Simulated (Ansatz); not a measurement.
in.yaml

```yaml
crystal:
  periodic: [false, false, false]
  atoms:
    - {symbol: C, position_ang: [-0.313169, 0.000000, 0.459731]}
    - {symbol: C, position_ang: [0.294181, 0.000000, -0.575472]}
    - {symbol: H, position_ang: [0.226271, 0.000000, 1.379185]}
basis:
  gaussian: {orbitals: "6-31G*", fitting: {mean_field: def2-universal-jkfit}}
magnetization: {spin_polarized: false, initial_magnetization: 1}
correlation: {method: ccsdt_q_b, electrons: outside_noble_gas}
scf: {lower_state_search: off}
output: {forces: true}
```

```sh
$ ansatz run in.yaml --threads 1 --pin off --events-out ev --progress --plain --max-ram 2393MiB
```

The program prints:

```
these checks for a lower state are left out or cut short: starts, cluster_reference, orbital_swaps, neighbouring_geometries, increment
168 factors; integrals over basis functions are off by at most 9.3e-2 eV
mean field evaluation 1: about -2069.8677 eV, gradient 1.4e1 eV
mean field evaluation 2: about -2070.5468 eV, gradient 5.5e0 eV
mean field evaluation 4: about -2070.7027 eV, gradient 9.9e-1 eV
mean field evaluation 8: about -2070.7951 eV, gradient 4.4e-1 eV
mean field -2070.80687018 eV, -76.1007488359 hartree, gradient 2.0e-6 eV, S^2 0.750000; 0 other end points of the search recorded, 0 dependent functions left out
2 core orbitals not correlated: weight in the atoms' cores, before any rotation towards them, 1.000 or more for the frozen orbitals, at most 0.000 for the correlated occupied ones
reference -2070.80687018 eV, -76.1007488359 hartree; 5, 4 occupied and 25, 26 virtual orbitals, 168 factors
second order -6.39347313 eV of doubles, -0.06616612 eV of singles
cycle   1  -6.51767128 eV  change   -5.6e-2 eV  update   1.0e-1
cycle   2  -6.99048484 eV  change   -4.7e-1 eV  update   5.3e-2
cycle   3  -7.32296456 eV  change   -3.3e-1 eV  update   3.1e-2
cycle   4  -7.30427068 eV  change    1.9e-2 eV  update   1.4e-2
cycle   5  -7.29962138 eV  change    4.6e-3 eV  update   1.1e-2
cycle   6  -7.32257244 eV  change   -2.3e-2 eV  update   5.9e-3
cycle   7  -7.32419950 eV  change   -1.6e-3 eV  update   3.8e-3
cycle   8  -7.32351532 eV  change    6.8e-4 eV  update   2.5e-3
cycle   9  -7.32630755 eV  change   -2.8e-3 eV  update   1.4e-3
cycle  10  -7.32434799 eV  change    2.0e-3 eV  update   9.6e-4
cycle  11  -7.32532437 eV  change   -9.8e-4 eV  update   6.5e-4
cycle  12  -7.32541713 eV  change   -9.3e-5 eV  update   4.1e-4
cycle  13  -7.32528492 eV  change    1.3e-4 eV  update   2.6e-4
cycle  14  -7.32547242 eV  change   -1.9e-4 eV  update   1.3e-4
cycle  15  -7.32542996 eV  change    4.2e-5 eV  update   6.3e-5
cycle  16  -7.32534506 eV  change    8.5e-5 eV  update   3.4e-5
cycle  17  -7.32531927 eV  change    2.6e-5 eV  update   2.1e-5
cycle  18  -7.32530383 eV  change    1.5e-5 eV  update   9.6e-6
cycle  19  -7.32529526 eV  change    8.6e-6 eV  update   5.1e-6
cycle  20  -7.32529866 eV  change   -3.4e-6 eV  update   2.8e-6
cycle  21  -7.32529615 eV  change    2.5e-6 eV  update   1.6e-6
cycle  22  -7.32529521 eV  change    9.4e-7 eV  update   9.2e-7
cycle  23  -7.32529521 eV  change   1.5e-11 eV  update   5.0e-7
cycle  24  -7.32529465 eV  change    5.6e-7 eV  update   3.1e-7
perturbative correction -0.03307476 eV, -0.0012154749 hartree
the calculation of the forces begins
Total energy: -2078.16523959 eV, -76.3711639238 hartree
Atom 0 at    -0.313169     0.000000     0.459731 Å, force    -1.913161    -0.000000     5.048912 eV/Å
Atom 1 at     0.294181     0.000000    -0.575472 Å, force     2.515482     0.000000    -6.394612 eV/Å
Atom 2 at     0.226271     0.000000     1.379185 Å, force    -0.602321     0.000000     1.345700 eV/Å
Dipole moment:     0.082391     0.000000     0.131232 e Å
Checks for a lower state left out: starts, cluster_reference, orbital_swaps, neighbouring_geometries, increment
```

Forces (eV/Å):
```
C   -1.913  0.000  5.049
C    2.515  0.000 -6.395
H   -0.602  0.000  1.346
```

Ran on 1 thread of Intel Xeon Platinum 8259CL, shared host: 97 s wall, 0.73 GiB peak host memory.
